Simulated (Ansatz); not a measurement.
**BH2Cl (SMILES [H]B([H])Cl): the vertical ionisation energy, rung by rung**

The species is BH2Cl (4 atoms), meant as a singlet with charge 0. SMILES: `[H]B([H])Cl`. The shape is that of a GFN2-xTB optimisation.

```xyz
4

B     0.0693    0.1144   -0.0004
H     1.2401    0.0707    0.0155
H    -0.5121    1.1316   -0.0190
Cl   -0.7973   -1.3167    0.0038
```

Each level gives the vertical ionisation energy (to the doublet cation) (eV). The values are calculated.

```csv
level,kind,program,value (eV),less FCI/STO-3G,CPU time (all runs)
HF/STO-3G,Hartree–Fock,Ansatz,10.20,+0.15,0.17 s
SVWN5/STO-3G,LDA,Ansatz,10.44,+0.39,1.2 s
r2SCAN/STO-3G,meta-GGA,Ansatz,10.69,+0.64,4.9 s
B3LYP/STO-3G,global hybrid,Ansatz,10.79,+0.74,2 s
wB97X/STO-3G,range-separated hybrid,Ansatz,10.99,+0.94,9.1 s
MP2/STO-3G,perturbation theory,Ansatz,10.22,+0.17,0.19 s
CCSD/STO-3G,coupled cluster or CI,Ansatz,10.06,+0.01,0.29 s
CCSDT(Q)/STO-3G,coupled cluster or CI,Ansatz,10.05,0.00,0.78 s
CCSDTQ/STO-3G,coupled cluster or CI,Ansatz,10.05,0.00,17 s
FCI/STO-3G,exact in the basis,Ansatz,10.05,0.00,0.77 s
```

FCI/STO-3G is exact within its basis and frozen core, so for wave-function methods in that basis the difference is their error; functionals converge differently with the basis, so for them it is only a difference. The values span 10.05 to 10.99 eV. All rows use very small basis sets, so even the best lies far from the true value. CPU times are rough (shared hosts, several kinds of processor): they show what a rung costs within a factor of a few.
